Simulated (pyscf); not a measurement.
HO–PH–InH₂ (SMILES O[PH][InH2]) + H₂ (SMILES [H][H]) -> H₂P–InH₂ (SMILES [PH2][InH2]) + H₂O (SMILES O) (four-centre exchange; singlet surface; O–P, H–H broken, H–P, H–O formed). Structures and frequencies: ωB97X-D3(BJ)/def2-SVP in PySCF. Energies in eV from the separated reactants.

```tsv
level	barrier	reaction energy
ωB97X-D3(BJ)/def2-TZVP	2.27	-0.54
PBE/def2-TZVP	2.05	-0.53
r²SCAN/def2-TZVP	2.17	-0.53
B3LYP-D3(BJ)/def2-TZVP	2.16	-0.51
M06-2X/def2-TZVP	2.22	-0.51
HF/def2-TZVP	2.74	-0.70
```

The functionals in the table span 0.22 eV in this barrier, from PBE to ωB97X-D3(BJ)/def2-TZVP. On the reactant side the descent ends in an adduct with a In–O contact (not fully relaxed), 0.11 eV over the separated species and 2.16 eV under the saddle at ωB97X-D3(BJ)/def2-TZVP. On the product side the descent ends in an adduct with a In–O contact (not fully relaxed), 0.61 eV under the separated species and 3.42 eV under the saddle at ωB97X-D3(BJ)/def2-TZVP. One saddle was located; it need not be the lowest between these sides. Elements past Kr carry the def2 core potentials, without spin-orbit coupling.
